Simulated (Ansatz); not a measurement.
CH2BN− (SMILES [BH2-]C#N): the energy, rung by rung

The species is CH2BN− (5 atoms), meant as a doublet with charge -1. As SMILES, `[BH2-]C#N`. The shape is that of a GFN2-xTB optimisation.

```tsv
atom	x (Å)	y (Å)	z (Å)
B	-0.4793	0.2013	-0.2464
C	0.7401	-0.3109	0.3812
N	1.7294	-0.7275	0.8900
H	-0.8894	-0.2717	-1.2810
H	-1.1008	1.1089	0.2562
```

Each level gives the energy change with the B1–C2 bond stretched from 1.464 to 2.928 Å (eV). The values are calculated.

```json
{"level": "U-revPBE/STO-3G", "kind": "GGA", "program": "Ansatz", "value (eV)": "4.90", "less FCI/STO-3G": "+0.01"}
{"level": "UBLYP/STO-3G", "kind": "GGA", "program": "Ansatz", "value (eV)": "4.76", "less FCI/STO-3G": "-0.13"}
{"level": "UBHLYP/STO-3G", "kind": "global hybrid", "program": "Ansatz", "value (eV)": "5.06", "less FCI/STO-3G": "+0.17"}
{"level": "UPBE0/STO-3G", "kind": "global hybrid", "program": "Ansatz", "value (eV)": "5.30", "less FCI/STO-3G": "+0.41"}
{"level": "U-wB97X/STO-3G", "kind": "range-separated hybrid", "program": "Ansatz", "value (eV)": "5.12", "less FCI/STO-3G": "+0.23"}
{"level": "UHSE06/STO-3G", "kind": "range-separated hybrid", "program": "Ansatz", "value (eV)": "5.29", "less FCI/STO-3G": "+0.40"}
{"level": "UCCSD/STO-3G", "kind": "coupled cluster or CI", "program": "Ansatz", "value (eV)": "4.92", "less FCI/STO-3G": "+0.03"}
{"level": "FCI/STO-3G", "kind": "exact in the basis", "program": "Ansatz", "value (eV)": "4.89", "less FCI/STO-3G": "0.00"}
```

FCI/STO-3G is exact within its basis and frozen core, so for wave-function methods in that basis the difference is their error; functionals converge differently with the basis, so for them it is only a difference. Sets without diffuse functions describe the anion poorly. The first shape isn't each level's own minimum. The values span 4.76 to 5.30 eV. Spin contamination of the reference (⟨S²⟩ at least 0.1 too high) touches UCCSD/STO-3G. All rows use very small basis sets, so none should be taken for the real molecule's value.
